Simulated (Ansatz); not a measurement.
One change: `BSC` becomes `C[S][AlH2]`.

Ansatz, PBE0-D4/def2-TZVP geometries, multiplicity 1. 

| property | `BSC` |
| --- | --- |
| ideal-gas entropy at 298 K and 1 bar (rigid rotor, harmonic PBE0-D4/def2-TZVP) / J/(mol·K) | 288 |
| vertical ionisation energy (CCSD(T)/CBS(def2)) / eV | 10.29 |
| LUMO energy (PBE/def2-TZVPP) / eV | -1.99 |
| HOMO–LUMO gap (ωB97M-V/def2-TZVPP) / eV | 10.90 |
| zero-point energy (PBE0-D4/def2-TZVP) / kJ/mol | 157.1 |
| HOMO energy (PBE0/def2-TZVPP) / eV | -7.85 |

Question: Give the same properties after the change, and the shifts. (Estimate.)

Answer: Ansatz gave: 
| property | `C[S][AlH2]` | shift |
| --- | --- | --- |
| ideal-gas entropy at 298 K and 1 bar (rigid rotor, harmonic PBE0-D4/def2-TZVP) / J/(mol·K) | 310 | 22 |
| vertical ionisation energy (CCSD(T)/CBS(def2)) / eV | 9.56 | -0.73 |
| LUMO energy (PBE/def2-TZVPP) / eV | -2.02 | -0.03 |
| HOMO–LUMO gap (ωB97M-V/def2-TZVPP) / eV | 9.72 | -1.18 |
| zero-point energy (PBE0-D4/def2-TZVP) / kJ/mol | 138.1 | -19.0 |
| HOMO energy (PBE0/def2-TZVPP) / eV | -7.22 | 0.63 |

With PBE0 the HOMO rises by 0.63 eV and the LUMO falls by 0.23 eV, so the gap narrows by about 0.86 eV. PBE moves the HOMO by 0.65 eV and ωB97M-V by 0.64 eV.
